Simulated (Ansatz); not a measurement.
Scan of CH2, triplet: symmetric bend, bond length relaxed. Scanned: H-C-H angle. Other coordinates (C-H bond length) were minimised at PBE0/def2-TZVP.

Level of theory: Ansatz (a program for electronic structure) with full CI/aug-cc-pVDZ, frozen core.

Scanned values (°): 173.05, 163.72, 155.08, 146.04, 140.52, 130.99, 125.06, 117.68, 108.85, 98.73, 91.27, 83.91, 77.57, 68.29.

Q: Describe the profile: where are the wells and the tops?

A: Lower than their neighbours: 130.99° (0.0 kJ/mol). Higher than their neighbours: 173.05° (25.0 kJ/mol, end of the scan), 68.29° (224.3 kJ/mol, end of the scan). The whole profile spans 224.3 kJ/mol.

The scan ran from 180.0 to 60.0; beyond the range shown the relaxed coordinates jump or full CI changes its symmetry label.
